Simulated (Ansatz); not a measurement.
I need a ranking of conformers of C3H6F2O, SMILES COC(C)(F)F. Use the Ansatz DFT code, driven from Python. Level of theory (for the species named): PBE0, def2-SVP basis, multiplicity 1.

The script, `c3h6f2o.py`:
```python
"""Rank force-field conformers of C3H6F2O by single points."""

import ansatz as az
from rdkit import Chem
from rdkit.Chem import AllChem

rd = Chem.AddHs(Chem.MolFromSmiles("COC(C)(F)F"))
ids = list(AllChem.EmbedMultipleConfs(rd, numConfs=20, randomSeed=722, pruneRmsThresh=0.4))
field = [energy for _, energy in AllChem.MMFFOptimizeMoleculeConfs(rd)]
distinct = {round(e, 2): i for i, e in zip(ids, field)}
chosen = sorted(distinct.items())[:4]
found = []
for force_field, index in chosen:
    geometry = az.Crystal.molecule()
    for atom, xyz in zip(rd.GetAtoms(), rd.GetConformer(index).GetPositions()):
        geometry = geometry.atom(atom.GetSymbol(), xyz.round(5).tolist())
    job = (
        geometry.calculation()
        .basis(gaussian="def2-SVP")
        .functional("PBE0")
    )
    found.append(job.run().report["free_energy_ev"])
print("conformer   MMFF (kcal/mol)   this level (eV)")
for (force_field, index), e in zip(chosen, found):
    print(f"{index:9d} {force_field - chosen[0][0]:17.2f} {(e - min(found)):17.3f}")
```

`python c3h6f2o.py` gives:
```text
conformer   MMFF (kcal/mol)   this level (eV)
        1              0.00             0.000
        2              3.29             0.162
```

The conformers keep their force-field geometries. Hardware and time: 7.4 s on 1 thread of Arm Neoverse V1, with other jobs on the host, peak memory 0.33 GiB.
